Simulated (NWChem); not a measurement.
# Correlation energy of H$_{4}$Si

```
Si
H 1 1.4927
H 1 1.4927 2 109.47
H 1 1.4927 2 109.47 3 -120.00
H 1 1.4927 2 109.47 3 120.00
```
Charge 0, spin multiplicity 1.

All runs are NWChem calculations. The geometry was optimised at PBE0/def2-SVP, a minimum by its harmonic frequencies.

Basis set: cc-pVDZ. Each correlation energy counts from its own Hartree-Fock reference.

The correlated methods keep 5 core orbitals frozen. The structure started from a generated list of species. Coupled-cluster values serve here as a point of comparison, not as the truth.

**Question.** Order these methods by the correlation energy they give, lowest first: RI-MP2, SCS-MP2, CR-CCSD[T], CCSD, CCSDT.

**Answer.** CCSDT (-150.5 mHa), CR-CCSD[T] (-149.7 mHa), CCSD (-147.5 mHa), SCS-MP2 (-129.3 mHa), RI-MP2 (-116.3 mHa)
